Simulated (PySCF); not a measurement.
Species: C3H3FO2.
SMILES: `C(=O)O/C=C\F`

Computed, not measured: MP2 and CCSD/aug-cc-pVDZ in PySCF, restricted Hartree–Fock reference, 6 core orbitals frozen, non-relativistic, gas phase, PBE0-D3(BJ)/def2-SVP geometry.

E(HF) = -364.52750 Eh.

Problem. How large is the problem?

Solution. 165 basis functions and 46 electrons; 6 orbitals frozen, which leaves o = 17 correlated occupied and v = 142 virtual orbitals. That is o·v = 2414 singles and o·v(o·v + 1)/2 = 2914905 distinct closed-shell doubles amplitudes before symmetry; the costliest CCSD step grows as o²v⁴ = 1.2 × 10^11.

Problem. What are the MP2 and CCSD correlation energies?

Solution. MP2 -0.9862 Eh and CCSD -1.0119 Eh, which gives totals of -365.51370 and -365.53943 Eh. That is 0.810 eV for each correlated electron at CCSD (2657 kJ/mol in all, 0.277 % of the total energy); MP2 gives 97.5 % of the CCSD value.

Problem. What is the T1 diagnostic?

Solution. 0.0163, below the customary warning level of 0.02. It is the norm of the spatial-orbital singles amplitudes over the root of the number of correlated electrons, so the norm is 0.095.

Problem. How does correlation change the dipole moment?

Solution. HF gives 0.45 D and CCSD (unrelaxed density) 0.52 D, a change of +0.07 D; the two vectors are 15° apart.

No triples correction and no basis-set extrapolation were made.

The values belong to the conformer `[O:1]=[CH:2][O:3]/[CH:4]=[CH:5]\[F:6]`: O1–C2–O3–C4 0°, C2–O3–C4–C5 -179°.
